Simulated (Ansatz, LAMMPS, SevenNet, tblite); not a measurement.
**Zinc-blende ZnSe, elastic constant C12**

Reference value: 50.6 GPa (measured, temperature not stated, not corrected to a static lattice; as tabulated in Oses et al. (2018), arXiv:1811.08464).

| level (code) | value (GPa) | cell (Å³/atom) |
|---|---|---|
| Stillinger–Weber CdTeZnSeHgS0.sw (LAMMPS) | 47.4 | 22.77 |
| GFN1-xTB (tblite) | 36.4 | 25.26 |
| SevenNet-l3i5 | 50.1 | 23.64 |
| PBE (Ansatz) | [?] | 23.55 |
| r²SCAN (Ansatz) | 52.9 | 22.73 |

Question: Complete the blanks.

Answer: 
- PBE (Ansatz, a quantum-chemistry and plane-wave program), value (GPa): 45.1

Differences against the reference: Stillinger–Weber CdTeZnSeHgS0.sw -6.3 %, GFN1-xTB -28 %, SevenNet-l3i5 -1.0 %, PBE -10.9 %, r²SCAN +4.5 %.

Leaving aside Stillinger–Weber CdTeZnSeHgS0.sw (doubt noted below): The reference's temperature isn't stated, so close values are not ranked against it. Off by more than 25 %, or 35 % on the side where a correction would as a rule narrow the miss (bounds picked here): GFN1-xTB (-28 %).

The measured value isn't corrected to a static lattice, so vibrations enter the comparison.  Stillinger–Weber CdTeZnSeHgS0.sw: the potential file covers more elements than this solid holds. GFN1-xTB: the method was fitted mainly to molecules. GFN1-xTB: the run uses a supercell at the zone centre in place of a k mesh. Each level is taken at its own relaxed cell. Cutoffs differ between the levels. Ansatz's density-functional and Hartree–Fock values are scalar-relativistic unless marked +SOC, with PAW data made under PBE.

Empirical potentials (Stillinger–Weber CdTeZnSeHgS0.sw) are fitted to chosen data: where that held the value shown, agreement is built in, and what lay outside the fit can be far off. Machine-learned potentials (SevenNet-l3i5) are trained on DFT data: a solid inside that data is no test of them.

Differences are worked out from the printed values.
